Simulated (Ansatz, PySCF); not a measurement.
Ligands exchanged one at a time, B F-CH3. All species are isolated molecules in the gas phase. Strings in code marks are SMILES.

Quantity: redistribution energy (mixed species minus the weighted end members), in eV.

Level 1: frozen-core CCSD(T)/cc-pVTZ // PBE0-D3(BJ)/def2-TZVP (Ansatz, an electronic-structure program)
Level 2: PBE-D3(BJ)/def2-TZVP // PBE0-D3(BJ)/def2-TZVP (PySCF)
Level 3: TPSSh-D3(BJ)/def2-TZVP // PBE0-D3(BJ)/def2-TZVP (PySCF)
Level 4: M06-2X/6-31G* // PBE0-D3(BJ)/def2-TZVP (PySCF)

```json
[
 {"species": "1 of 3 F replaced by CH3: `CB(F)F`", "level 1": "-0.178", "level 2": "-0.198", "level 3": "-0.196", "level 4": "-0.167"},
 {"species": "2 of 3 F replaced by CH3: `CB(C)F`", "level 1": "-0.089", "level 2": "-0.109", "level 3": "-0.108", "level 4": "-0.087"}
]
```
